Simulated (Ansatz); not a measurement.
Antifluorite Mg₂Ge: LDA at its full settings (plane-wave cutoff 520 eV, 10×10×10 k mesh, Fermi–Dirac smearing 0.01 eV, scalar-relativistic PAW data made under PBE) and at cheaper ones, in a cell of 3 atoms with Γ-centred meshes.

```
level and setting            lattice constant a (Å)  bulk modulus (GPa)
---------------------------  ----------------------  ------------------
LDA (Ansatz)                                  6.286                56.2
LDA (2×2×2 k mesh) (Ansatz)                       …                   …
LDA (4×4×4 k mesh) (Ansatz)                   6.279                57.2
```

**Question.** Some entries are withheld; supply them.

**Answer.** 
- LDA (2×2×2 k mesh) (Ansatz, a program for electronic structure), lattice constant a (Å): 6.290
- LDA (2×2×2 k mesh) (Ansatz), bulk modulus (GPa): 57.2

Largest shifts from the full settings: lattice constant a -0.11 % (LDA (4×4×4 k mesh)), against a difference of -1.55 % of the full result from the reference 6.385 Å (measured, temperature not stated, not corrected to a static lattice; as tabulated in Grosch, Range, J. Alloys Compd. 235, 250 (1996)); bulk modulus +1.8 % (LDA (4×4×4 k mesh)).

Ansatz's density-functional and Hartree–Fock values are scalar-relativistic unless marked +SOC, with PAW data made under PBE.

Run with cheap settings on purpose, which may leave them unconverged: LDA (2×2×2 k mesh), LDA (4×4×4 k mesh).
